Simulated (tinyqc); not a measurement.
Inside a calculation (part 2 of 2). Method: MP2 on RHF in the sto-3g basis, frozen core, for H3O+, spin multiplicity 1. Computed by tinyqc, a small Python program that keeps every step (integrals from PySCF). Command: `OMP_NUM_THREADS=1 python tinyqc.py 29395 29396 out.jsonl` (the two numbers bound the seeds that draw the settings). One thread of a shared host (Intel(R) Xeon(R) Processor @ 2.60GHz), about 0.1 s of CPU time with the checks.

Geometry (angstrom):
```
atom          x          y         z
O      0.000000   0.000000  0.172000
H      1.052000   0.000000  0.000000
H     -0.526000   0.911000  0.000000
H     -0.526000  -0.911000  0.000000
```

## Iteration 8 (converged): orbitals

converged F (hartree):
```
             1O 1s      1O 2s     1O 2px     1O 2py     1O 2pz      2H 1s      3H 1s      4H 1s
1O 1s   -20.796961  -5.293785   0.000001   0.000000   0.010977  -0.946226  -0.946338  -0.946338
1O 2s    -5.293785  -2.910172   0.000016   0.000000   0.047104  -1.028709  -1.028794  -1.028794
1O 2px    0.000001   0.000016  -0.818136   0.000000  -0.000003  -0.595835   0.297947   0.297947
1O 2py    0.000000   0.000000   0.000000  -0.818142   0.000000   0.000000  -0.516025   0.516025
1O 2pz    0.010977   0.047104  -0.000003   0.000000  -0.854716   0.118861   0.118870   0.118870
2H 1s    -0.946226  -1.028709  -0.595835   0.000000   0.118861  -0.755516  -0.290760  -0.290760
3H 1s    -0.946338  -1.028794   0.297947  -0.516025   0.118870  -0.290760  -0.755573  -0.290801
4H 1s    -0.946338  -1.028794   0.297947   0.516025   0.118870  -0.290760  -0.290801  -0.755573
```

X:
```
            1O 1s      1O 2s     1O 2px     1O 2py     1O 2pz      2H 1s      3H 1s      4H 1s
1O 1s    1.024568  -0.144959   0.000001   0.000000   0.003045   0.018816   0.018817   0.018817
1O 2s   -0.144959   1.241577  -0.000014   0.000000  -0.030164  -0.227491  -0.227518  -0.227518
1O 2px   0.000001  -0.000014   1.094213   0.000000   0.000002  -0.231004   0.115514   0.115514
1O 2py   0.000000   0.000000   0.000000   1.094217   0.000000   0.000000  -0.200069   0.200069
1O 2pz   0.003045  -0.030164   0.000002   0.000000   1.004143   0.031357   0.031362   0.031362
2H 1s    0.018816  -0.227491  -0.231004   0.000000   0.031357   1.146905  -0.052235  -0.052235
3H 1s    0.018817  -0.227518   0.115514  -0.200069   0.031362  -0.052235   1.146930  -0.052242
4H 1s    0.018817  -0.227518   0.115514   0.200069   0.031362  -0.052235  -0.052242   1.146930
```

Diagonalise F' = X^T F X, C = X C', fill 5 alpha and 5 beta electrons from the bottom; D = 2 C_occ C_occ^T. Each column has its largest component positive (the first on a tie).

F' = X^T F X (hartree):
```
            1          2          3          4          5          6          7          8
1  -20.414078  -2.720373   0.000002   0.000000   0.018962  -0.117137  -0.117166  -0.117166
2   -2.720373  -1.668168  -0.000009   0.000000  -0.021594  -0.441834  -0.441875  -0.441875
3    0.000002  -0.000009  -0.564909   0.000000   0.000002  -0.493958   0.246999   0.246999
4    0.000000   0.000000   0.000000  -0.564907   0.000000   0.000000  -0.427801   0.427801
5    0.018962  -0.021594   0.000002   0.000000  -0.842656   0.078747   0.078755   0.078755
6   -0.117137  -0.441834  -0.493958   0.000000   0.078747  -0.298986  -0.060336  -0.060336
7   -0.117166  -0.441875   0.246999  -0.427801   0.078755  -0.060336  -0.298977  -0.060344
8   -0.117166  -0.441875   0.246999   0.427801   0.078755  -0.060336  -0.060344  -0.298977
```

orbital energies (hartree): MO1 -20.805568, MO2 -1.698767, MO3 -1.028381, MO4 -1.028376, MO5 -0.859792, MO6 0.019567, MO7 0.224818, MO8 0.224841

coefficients C:
```
              MO1        MO2        MO3        MO4        MO5        MO6        MO7        MO8
1O 1s    0.994175  -0.241102   0.000000  -0.000007  -0.032976  -0.155641  -0.000024   0.000000
1O 2s    0.026013   0.887254   0.000000   0.000038   0.162770   0.950961   0.000162   0.000000
1O 2px   0.000000  -0.000016   0.000000   0.696563  -0.000013   0.000094  -0.890030   0.000000
1O 2py   0.000000   0.000000   0.696563   0.000000   0.000000   0.000000   0.000000   0.890038
1O 2pz  -0.001319  -0.054209   0.000000   0.000011   0.982050  -0.211684  -0.000034   0.000000
2H 1s   -0.004425   0.100450   0.000000   0.412039  -0.058696  -0.633970   0.917634   0.000000
3H 1s   -0.004426   0.100461   0.356840  -0.206020  -0.058687  -0.633800  -0.458957  -0.794796
4H 1s   -0.004426   0.100461  -0.356840  -0.206020  -0.058687  -0.633800  -0.458957   0.794796
```

D after iteration 8:
```
            1O 1s      1O 2s     1O 2px     1O 2py     1O 2pz      2H 1s      3H 1s      4H 1s
1O 1s    2.095202  -0.386850  -0.000003   0.000000  -0.041252  -0.053371  -0.053369  -0.053369
1O 2s   -0.386850   1.628781   0.000021   0.000000   0.223435   0.158942   0.158918   0.158918
1O 2px  -0.000003   0.000021   0.970399   0.000000  -0.000007   0.574021  -0.287014  -0.287014
1O 2py   0.000000   0.000000   0.000000   0.970400   0.000000   0.000000   0.497123  -0.497123
1O 2pz  -0.041252   0.223435  -0.000007   0.000000   1.934723  -0.126154  -0.126152  -0.126152
2H 1s   -0.053371   0.158942   0.574021   0.000000  -0.126154   0.366663  -0.142666  -0.142666
3H 1s   -0.053369   0.158918  -0.287014   0.497123  -0.126152  -0.142666   0.366670  -0.142668
4H 1s   -0.053369   0.158918  -0.287014  -0.497123  -0.126152  -0.142666  -0.142668   0.366670
```

Within a degenerate level the vectors are fixed only up to a rotation; this is one choice.

## Convergence

Stop when the energy changes by less than 1e-10 hartree and every element of the error matrix X^T (F D S - S D F) X is below 3e-06.

Course of the cycle:
```
iteration   E (hartree)     change  largest element of the error matrix
1          -73.38368600          -                             6.96e-01
2          -75.24046129  -1.86e+00                             2.37e-01
3          -75.31044139  -7.00e-02                             1.66e-02
4          -75.31114997  -7.09e-04                             3.11e-03
5          -75.31117908  -2.91e-05                             1.40e-03
6          -75.31118663  -7.54e-06                             1.51e-04
7          -75.31118673  -1.01e-07                             2.44e-06
8          -75.31118673  -8.40e-12                             3.46e-08
```

PySCF RHF in the same basis = -75.31118673 hartree

Converged in 8 iterations.

## Integrals over molecular orbitals

core Hamiltonian H = T + V (hartree):
```
             1O 1s      1O 2s     1O 2px     1O 2py     1O 2pz      2H 1s      3H 1s      4H 1s
1O 1s   -33.104588  -7.703621   0.000002   0.000000   0.006060  -1.366140  -1.366304  -1.366304
1O 2s    -7.703621  -9.723395   0.000020   0.000000   0.073553  -3.242927  -3.243208  -3.243208
1O 2px    0.000002   0.000020  -7.973884   0.000000  -0.000003  -2.326776   1.163527   1.163527
1O 2py    0.000000   0.000000   0.000000  -7.973886   0.000000   0.000000  -2.015148   2.015148
1O 2pz    0.006060   0.073553  -0.000003   0.000000  -7.839495   0.398997   0.399042   0.399042
2H 1s    -1.366140  -3.242927  -2.326776   0.000000   0.398997  -4.924166  -1.032402  -1.032402
3H 1s    -1.366304  -3.243208   1.163527  -2.015148   0.399042  -1.032402  -4.924344  -1.032544
4H 1s    -1.366304  -3.243208   1.163527   2.015148   0.399042  -1.032402  -1.032544  -4.924344
```

Given earlier and not repeated: Two-electron integrals (ij|kl) in chemists' order.

(pq|rs) = sum C_ip C_jq C_kr C_ls (ij|kl), one index at a time.

one-electron integrals over orbitals h = C^T H C (hartree):
```
            1          2          3          4          5          6          7          8
1  -33.087184   0.571175   0.000000   0.000018   0.071931   0.350679   0.000053   0.000000
2    0.571175  -8.073343   0.000000  -0.000011  -0.111714  -1.392692  -0.000239   0.000000
3    0.000000   0.000000  -6.863604   0.000000   0.000000   0.000000   0.000000  -1.784755
4    0.000018  -0.000011   0.000000  -6.863563  -0.000018  -0.000267   1.784791   0.000000
5    0.071931  -0.111714   0.000000  -0.000018  -7.788559   0.370152   0.000021   0.000000
6    0.350679  -1.392692   0.000000  -0.000267   0.370152  -4.877683   0.000042   0.000000
7    0.000053  -0.000239   0.000000   1.784791   0.000021   0.000042  -5.531482   0.000000
8    0.000000   0.000000  -1.784755   0.000000   0.000000   0.000000   0.000000  -5.531502
```

Two-electron integrals over orbitals (pq|rs), unique and non-zero (hartree); the lowest 1 orbital is frozen and left out:
```
(22|22) 0.720238    (32|32) 0.135573    (33|22) 0.646663    (33|33) 0.647960
(42|22) -0.000005   (42|33) -0.034167   (42|42) 0.135569    (43|32) -0.034166
(43|43) 0.041480    (44|22) 0.646656    (44|33) 0.564994    (44|42) 0.034173
(44|44) 0.647955    (52|22) -0.006968   (52|33) 0.003086    (52|42) 5.35e-08
(52|44) 0.003086    (52|52) 0.148798    (53|32) 0.000972    (53|43) 0.003462
(53|53) 0.032924    (54|22) 1.31e-06    (54|33) 0.003463    (54|42) 0.000971
(54|44) -0.003461   (54|52) 3.62e-06    (54|54) 0.032924    (55|22) 0.749416
(55|33) 0.646230    (55|42) 3.10e-06    (55|44) 0.646226    (55|52) 0.047643
(55|54) 3.52e-06    (55|55) 0.874659    (62|22) 0.135983    (62|33) 0.093005
(62|42) 0.000009    (62|44) 0.093002    (62|52) -0.014834   (62|54) 1.35e-06
(62|55) 0.159390    (62|62) 0.072032    (63|32) -0.013792   (63|43) 0.027627
(63|53) 0.004740    (63|63) 0.057112    (64|22) 0.000027    (64|33) 0.027648
(64|42) -0.013802   (64|44) -0.027609   (64|52) 2.42e-06    (64|54) 0.004742
(64|55) 0.000030    (64|62) 0.000016    (64|64) 0.057130    (65|22) -0.044458
(65|33) -0.024826   (65|42) 2.54e-06    (65|44) -0.024823   (65|52) 0.060698
(65|54) 4.21e-06    (65|55) -0.037018   (65|62) -0.029716   (65|64) -0.000005
(65|65) 0.037656    (66|22) 0.497433    (66|33) 0.483595    (66|42) 0.000024
(66|44) 0.483618    (66|52) -0.030901   (66|54) -3.16e-06   (66|55) 0.489502
(66|62) 0.038923    (66|64) -0.000010   (66|65) -0.021871   (66|66) 0.451293
(72|22) 0.000025    (72|33) -0.009783   (72|42) -0.054055   (72|44) 0.009813
(72|52) -4.91e-07   (72|54) -0.009077   (72|55) 0.000027    (72|62) 0.000006
(72|64) -0.035862   (72|65) -4.55e-06   (72|66) 0.000006    (72|72) 0.055057
(73|32) -0.036900   (73|43) 0.005611    (73|53) 0.003805    (73|63) 0.027684
(73|73) 0.033530    (74|22) -0.172061   (74|33) -0.132651   (74|42) 0.036893
(74|44) -0.121439   (74|52) -0.019086   (74|54) -0.003806   (74|55) -0.196507
(74|62) -0.084032   (74|64) -0.027696   (74|65) 0.019370    (74|66) -0.036649
(74|72) 0.000150    (74|74) 0.149460    (75|22) -2.31e-06   (75|33) 0.006835
(75|42) -0.019642   (75|44) -0.006839   (75|52) 0.000010    (75|54) -0.022641
(75|55) -1.03e-06   (75|62) -3.76e-06   (75|64) 0.009227    (75|65) 2.21e-06
(75|66) -0.000007   (75|72) 0.005971    (75|74) -0.007627   (75|75) 0.023623
(76|22) 1.08e-06    (76|33) 0.044888    (76|42) -0.098189   (76|44) -0.044899
(76|52) -3.38e-06   (76|54) 0.009042    (76|55) -4.49e-06   (76|62) -3.27e-06
(76|64) 0.055643    (76|65) -4.58e-06   (76|66) -0.000034   (76|72) 0.006608
(76|74) -0.050914   (76|75) 0.017208    (76|76) 0.124483    (77|22) 0.571705
(77|33) 0.509807    (77|42) 0.030149    (77|44) 0.584902    (77|52) 0.002659
(77|54) -0.006291   (77|55) 0.572737    (77|62) 0.067740    (77|64) -0.043611
(77|65) -0.015443   (77|66) 0.470109    (77|72) 0.019607    (77|74) -0.069931
(77|75) -0.008063   (77|76) -0.061448   (77|77) 0.568076    (82|32) 0.054051
(82|43) 0.009803    (82|53) 0.009077    (82|63) 0.035863    (82|73) 0.000174
(82|82) 0.055057    (83|22) 0.172053    (83|33) 0.121434    (83|42) 0.036903
(83|44) 0.132650    (83|52) 0.019086    (83|54) -0.003804   (83|55) 0.196503
(83|62) 0.084032    (83|64) -0.027669   (83|65) -0.019367   (83|66) 0.036674
(83|72) 0.000181    (83|74) -0.084204   (83|75) -0.007631   (83|76) -0.050930
(83|77) 0.104893    (83|83) 0.149467    (84|32) 0.036903    (84|43) -0.005608
(84|53) -0.003804   (84|63) -0.027676   (84|73) -0.031747   (84|82) -0.000167
(84|84) 0.033525    (85|32) 0.019641    (85|43) -0.006835   (85|53) 0.022641
(85|63) -0.009224   (85|73) -0.007630   (85|82) 0.005971    (85|84) 0.007630
(85|85) 0.023623    (86|32) 0.098182    (86|43) -0.044880   (86|53) -0.009039
(86|63) -0.055615   (86|73) -0.050927   (86|82) 0.006610    (86|84) 0.050922
(86|85) 0.017204    (86|86) 0.124447    (87|32) 0.030190    (87|43) -0.037565
(87|53) -0.006294   (87|63) -0.043639   (87|73) -0.017510   (87|82) -0.019593
(87|84) 0.017505    (87|85) 0.008069    (87|86) 0.061480    (87|87) 0.048499
(88|22) 0.571713    (88|33) 0.584919    (88|42) -0.030176   (88|44) 0.509797
(88|52) 0.002659    (88|54) 0.006295    (88|55) 0.572741    (88|62) 0.067744
(88|64) 0.043652    (88|65) -0.015447   (88|66) 0.470076    (88|72) -0.019581
(88|74) -0.104905   (88|75) 0.008066    (88|76) 0.061474    (88|77) 0.471159
(88|83) 0.069910    (88|88) 0.568114
```

## Second-order Moller-Plesset energy

Hartree-Fock energy = -75.31118673 hartree

E2 = sum_ijab (ia|jb) [2 (ia|jb) - (ib|ja)] / (e_i + e_j - e_a - e_b) over occupied i, j and virtual a, b; the opposite-spin part is (ia|jb)^2 / denominator, the rest is same-spin, and SCS-MP2 scales them by 6/5 and 1/3.

Terms (the 40 largest of 74):
```
i  j  a  b    (ia|jb)    (ib|ja)  denominator       term
3  3  8  8   0.149467   0.149467    -2.506444  -0.008913
4  4  7  7   0.149460   0.149460    -2.506387  -0.008913
3  4  8  7  -0.084204  -0.031747    -2.506416  -0.004591
4  3  7  8  -0.084204  -0.031747    -2.506416  -0.004591
4  2  7  6  -0.084032  -0.035862    -2.971528  -0.003739
2  4  6  7  -0.084032  -0.035862    -2.971528  -0.003739
3  2  8  6   0.084032   0.035863    -2.971557  -0.003738
2  3  6  8   0.084032   0.035863    -2.971557  -0.003738
4  4  6  6   0.057130   0.057130    -2.095886  -0.001557
3  3  6  6   0.057112   0.057112    -2.095896  -0.001556
2  2  6  6   0.072032   0.072032    -3.436669  -0.001510
5  5  6  6   0.037656   0.037656    -1.758718  -0.000806
2  2  7  7   0.055057   0.055057    -3.847170  -0.000788
2  2  8  8   0.055057   0.055057    -3.847217  -0.000788
3  3  7  7   0.033530   0.033530    -2.506397  -0.000449
4  4  8  8   0.033525   0.033525    -2.506434  -0.000448
2  5  6  6  -0.029716  -0.029716    -2.597694  -0.000340
5  2  6  6  -0.029716  -0.029716    -2.597694  -0.000340
4  4  7  6  -0.027696  -0.027696    -2.301137  -0.000333
4  4  6  7  -0.027696  -0.027696    -2.301137  -0.000333
3  3  7  6   0.027684   0.027684    -2.301147  -0.000333
3  3  6  7   0.027684   0.027684    -2.301147  -0.000333
4  3  8  6  -0.027676  -0.027669    -2.301165  -0.000333
3  4  6  8  -0.027676  -0.027669    -2.301165  -0.000333
3  4  8  6  -0.027669  -0.027676    -2.301165  -0.000333
4  3  6  8  -0.027669  -0.027676    -2.301165  -0.000333
4  5  7  6   0.019370   0.009227    -2.132553  -0.000268
5  4  6  7   0.019370   0.009227    -2.132553  -0.000268
3  5  8  6  -0.019367  -0.009224    -2.132581  -0.000268
5  3  6  8  -0.019367  -0.009224    -2.132581  -0.000268
3  4  7  8  -0.031747  -0.084204    -2.506416   0.000262
4  3  8  7  -0.031747  -0.084204    -2.506416   0.000262
5  5  7  7   0.023623   0.023623    -2.169219  -0.000257
5  5  8  8   0.023623   0.023623    -2.169267  -0.000257
4  2  6  7  -0.035862  -0.084032    -2.971528   0.000149
2  4  7  6  -0.035862  -0.084032    -2.971528   0.000149
3  2  6  8   0.035863   0.084032    -2.971557   0.000149
2  3  8  6   0.035863   0.084032    -2.971557   0.000149
3  5  8  7  -0.007631  -0.007630    -2.337832  -0.000025
5  3  7  8  -0.007631  -0.007630    -2.337832  -0.000025
```

Pair energies (hartree; pair i-j sums ij and ji):
```
pair  opposite spin  same spin
2-2       -0.003086          0
3-2       -0.005618  -0.001562
3-3       -0.011584          0
4-2       -0.005618  -0.001562
4-3       -0.007793  -0.002196
4-4       -0.011585          0
5-2       -0.000727          0
5-3       -0.000531  -0.000096
5-4       -0.000531  -0.000096
5-5       -0.001321          0
```

MP2 correlation energy = -0.05390677 hartree

SCS-MP2 correlation energy = -0.05991104 hartree

MP2 total energy = -75.36509350 hartree
